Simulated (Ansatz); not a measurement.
Relaxing ruthenium (hcp)

Computed with DFT, BLYP, plane waves (420 eV) with PAW, scalar-relativistic in Ansatz 0.2.0. The PAW files were generated under PBE, with cores re-solved for the functional.

k-point mesh 13×13×8, Fermi-Dirac smearing 0.1 eV, no spin polarisation. Cell and atoms relax.

Starting structure:

```cif
data_structure
_symmetry_space_group_name_H-M 'P 1'
_symmetry_Int_Tables_number 1
_cell_length_a 2.7039
_cell_length_b 2.7039
_cell_length_c 4.2817
_cell_angle_alpha 90.000
_cell_angle_beta 90.000
_cell_angle_gamma 120.000
_cell_volume 27.11
loop_
_atom_site_label
_atom_site_type_symbol
_atom_site_fract_x
_atom_site_fract_y
_atom_site_fract_z
_atom_site_occupancy
Ru1 Ru 0.33333 0.66667 0.25000 1
Ru2 Ru 0.66667 0.33333 0.75000 1
```

**Question.** The pressure at the start is 19.5 GPa. By how much does the volume change?

**Answer.** From 13.55 to 14.43 Å³ per atom, 6.5 %. The final cell has a = 2.768 Å, c = 4.348 Å (c/a = 1.571).

**Question.** How much energy does the relaxation gain?

**Answer.** 50.7 meV per atom.
